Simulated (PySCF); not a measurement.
Choosing a basis for TDDFT

Species: C5H11N.
SMILES: `C=C(C)CNC`

TDDFT with PBE0 (PySCF), vertical singlets, core orbitals frozen in the response, spherical d and f functions. Isolated species at its PBE0-D3(BJ)/def2-SVP geometry (one conformer only).

Q: Compare 6-31G*, 6-31+G*, def2-SVP, def2-SVPD, aug-cc-pVDZ and def2-TZVP for this molecule.

A: 

| basis | functions | diffuse | S1 (eV) | S2 (eV) | S3 (eV) | S4 (eV) | S5 (eV) | LUMO (eV) | α (au) |
| --- | --- | --- | --- | --- | --- | --- | --- | --- | --- |
| 6-31G* | 106 | no | 5.81 | 7.48 | 7.66 | 8.28 | 8.34 | 0.88 | 60.9 |
| 6-31+G* | 130 | yes | 5.50 | 5.69 | 6.33 | 6.44 | 6.54 | 0.23 | 69.8 |
| def2-SVP | 139 | no | 5.67 | 6.81 | 7.45 | 7.61 | 7.88 | 0.61 | 63.7 |
| def2-SVPD | 208 | yes | 5.61 | 6.03 | 6.77 | 6.83 | 6.88 | 0.33 | 73.6 |
| aug-cc-pVDZ | 237 | yes | 5.32 | 5.50 | 5.95 | 6.02 | 6.08 | -0.08 | 75.9 |
| def2-TZVP | 252 | no | 5.62 | 6.32 | 7.09 | 7.21 | 7.35 | 0.37 | 71.8 |

States are compared by their number. Against the largest diffuse basis here (aug-cc-pVDZ, itself not a converged limit), sets without diffuse functions differ by up to 0.49 eV in S1 and 2.25 eV in S5; the smaller diffuse sets differ by up to 0.29 and 0.80 eV. State by state, the largest deviation of a set without diffuse functions is S1 0.49, S2 1.98, S3 1.71, S4 2.26, S5 2.25 eV. The same number needn't mean the same state in each row. Against aug-cc-pVDZ the polarisability deviates by -20% in 6-31G*, -8% in 6-31+G*, -16% in def2-SVP, -3% in def2-SVPD, -5% in def2-TZVP. A single + in a Pople set puts diffuse functions on heavy atoms only.
